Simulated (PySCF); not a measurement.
Species: C5H9 (doublet state).
Geometry (GFN2-xTB, Å), atoms numbered from 1 in this order:
```
atom  x, y, z in Å
C1    -1.4034   -1.1169   -0.2502
C2    -0.7274   -0.0032    0.1932
C3    -1.2958    1.2498    0.1757
C4     0.6962   -0.1541    0.6719
C5     1.6709    0.0157   -0.4933
H6    -0.9518   -2.0920   -0.2324
H7    -2.4083   -1.0449   -0.6260
H8    -0.7600    2.1139    0.5243
H9    -2.2980    1.4017   -0.1832
H10    0.9114    0.5961    1.4348
H11    0.8332   -1.1414    1.1162
H12    1.4788   -0.7331   -1.2588
H13    2.6982   -0.0917   -0.1522
H14    1.5554    0.9998   -0.9422
```

The hyperfine couplings belong to this conformer and change with its torsions.

As a line formula: `[CH2]C(=C)CC` [radical].

Method: UKS B3LYP, pcH-1 on C H, non-relativistic, mean-field spin-orbit, GIAO (PySCF). Geometry: GFN2-xTB, one conformer, isolated molecule. A GFN2-xTB geometry isn't a minimum of the functional, and hyperfine couplings can be far from their values at a DFT geometry. No stability test was run, so a lower SCF solution isn't excluded. ⟨S²⟩ is 0.777 where a pure state has 0.75.

Task: What is the g tensor, term by term?

Result: 
| Δg (ppm) | 1 | 2 | 3 |
| --- | --- | --- | --- |
| relativistic mass correction | -135 | -135 | -135 |
| gauge correction | 3 | 30 | 36 |
| orbital Zeeman/spin–orbit | 24 | 602 | 631 |
| total | -108 | 497 | 531 |

So g = 2.00221, 2.00282, 2.00285 and g_iso = 2.00263; the tensor is close to axial: the two nearest values differ by 5 % of g3 − g1. Axes: g2 points within 3° of the C1–H7 bond.

Task: What are the electron Larmor frequencies g μB B/h along the three axes at 330 mT?

Result: 9.2477, 9.2505, 9.2507 GHz for g1, g2 and g3, a range of 3.0 MHz.

Task: How much does each term add to the isotropic shift?

Result: The orbital-Zeeman/spin–orbit term 419, the mass correction -135 and the gauge correction 23 ppm, for a total of 307 ppm. The orbital-Zeeman/spin–orbit term is the largest in size. The mass correction is the same along every axis, so the anisotropy comes from the other two: their spans along these axes are 33 (gauge) and 606 ppm (orbital Zeeman/spin–orbit).

Task: In a frozen sample, at which fields do the three g values resonate at 9.5, 34, 94 and 263 GHz (hyperfine left aside), and which band first spreads them over more than twice a line width of 0.5 mT?

Result: 
```tsv
band	GHz	B(g3) mT	B(g2) mT	B(g1) mT	spread mT
X	9.5	338.89	338.90	339.00	0.11
Q	34.0	1212.88	1212.90	1213.27	0.39
W	94.0	3353.26	3353.32	3354.34	1.07
J	263.0	9382.01	9382.16	9385.00	3.00
```

The spread grows in proportion to the frequency. W band is the first where it exceeds 1.0 mT.

The largest Mulliken spin populations are on C3 (+0.69), C1 (+0.69) and C2 (-0.27). The positive populations add up to 1.40 and the negative ones to -0.40, together 2S = 1. The angles at C3 add up to 360.0°, so it is planar; its axial dipolar tensor and the negative couplings of its protons fit spin in a p orbital normal to that plane.

The HOMO–LUMO gaps are 6.22 eV among the α and 5.35 eV among the β orbitals.

The run took 31 s of wall time (with the writing of density and orbital grids) on one thread of an Arm Neoverse V2, shared host with 96 logical CPUs at a one-minute load of 90, and the process peaked at 0.84 GiB of memory.
